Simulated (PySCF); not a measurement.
From results back to the method.

Silylidene, CH₂Si (singlet state).
InChI=1S/CH2Si/c1-2/h1H2

The closed-shell ground state was solved 3 times with PySCF (density fitting, gas phase), always in the aug-cc-pVTZ basis (142 functions), with these functionals: CAM-B3LYP, PBE0 and wB97X-D. Geometry: PBE0-D3(BJ)/def2-TZVP; no solvent, vibrations or thermal averaging.

| row | total energy (Eh) | HOMO (eV) | LUMO (eV) | dipole (D) |
| --- | --- | --- | --- | --- |
| P | -328.5598 | -6.61 | -2.63 | 0.13 |
| Q | -328.7128 | -8.42 | -0.88 | 0.16 |
| R | -328.7154 | -7.81 | -1.54 | 0.28 |

Problem. Which functional belongs to which row?

Solution. P = PBE0, Q = wB97X-D, R = CAM-B3LYP. By rising HOMO–LUMO gap: PBE0 (global hybrid, 25 % exact exchange) 3.98 eV; CAM-B3LYP (range-separated hybrid) 6.27 eV; wB97X-D (range-separated hybrid) 7.54 eV. Total energies of different functionals aren't bounds to one another; each is stationary for its own functional.

Note: wB97X-D ran without an empirical dispersion term, which enters the total energy and its gradient alone.
